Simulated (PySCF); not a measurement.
C4H6.
Numbering: `[CH3:1][CH:2]1[CH:3]=[CH:4]1` (hydrogens: H5, H6, H7 on C1; H8 on C2; H9 on C3; H10 on C4)

Geometry (PBE0-D3(BJ)/def2-SVP, Å), atoms numbered from 1 in this order:
```xyz
10
C4H6 angstrom
C     -1.0862   -0.4864    0.3105
C      0.2703   -0.3803   -0.3506
C      1.5017    0.0084    0.4150
C      1.0370    0.9092   -0.3971
H     -1.2619   -1.5029    0.7000
H     -1.1716    0.2192    1.1514
H     -1.8968   -0.2634   -0.4026
H      0.3917   -1.0810   -1.1958
H      2.2374   -0.2962    1.1558
H      1.1014    1.9052   -0.8295
```

Computed, not measured: EOM-IP-CCSD/aug-cc-pVDZ in PySCF, restricted Hartree–Fock reference, frozen core, non-relativistic, gas phase, PBE0-D3(BJ)/def2-SVP geometry.

The vertical ionisation energies are 9.58, 10.28, 11.89, 13.27, 14.18, 14.83, 16.69, 18.51 eV.

Question: Which Hartree–Fock orbital leads each hole, and what is its Koopmans value −ε?

Answer: 
```
leading hole (HF orbital)  Koopmans (eV)  EOM-IP-CCSD (eV)  change (eV)  one-hole share
                     HOMO           9.61              9.58        -0.03            0.97
                   HOMO-1          10.96             10.28        -0.68            0.96
                   HOMO-2          12.82             11.89        -0.93            0.96
                   HOMO-3          14.23             13.27        -0.96            0.95
                   HOMO-4          15.13             14.18        -0.95            0.95
                   HOMO-5          16.03             14.83        -1.20            0.95
                   HOMO-6          18.29             16.69        -1.60            0.93
                   HOMO-7          20.79             18.51        -2.28            0.89
```

Question: Does the order of the lines follow the orbital energies?

Answer: Yes, no two lines change places. The corrections run from -2.28 to -0.03 eV, with a mean of -1.08 eV over the 8 lines; no line lies above its Koopmans value. Koopmans values leave out both the relaxation of the orbitals and the change in correlation energy.

Question: At what kinetic energies would He I light (21.22 eV) eject these electrons?

Answer: 11.64 eV (HOMO), 10.94 eV (HOMO-1), 9.33 eV (HOMO-2), 7.95 eV (HOMO-3), 7.04 eV (HOMO-4), 6.39 eV (HOMO-5), 4.53 eV (HOMO-6), 2.71 eV (HOMO-7).

One root was sought for each valence orbital with −ε under 21 eV, eight at most, so deeper holes and satellites are missing; no vibrational structure.

The run took 91 s wall on one thread, Intel Xeon Platinum 8488C (x86_64), no GPU, on a shared host, and the process peaked at 2.5 GiB of memory.
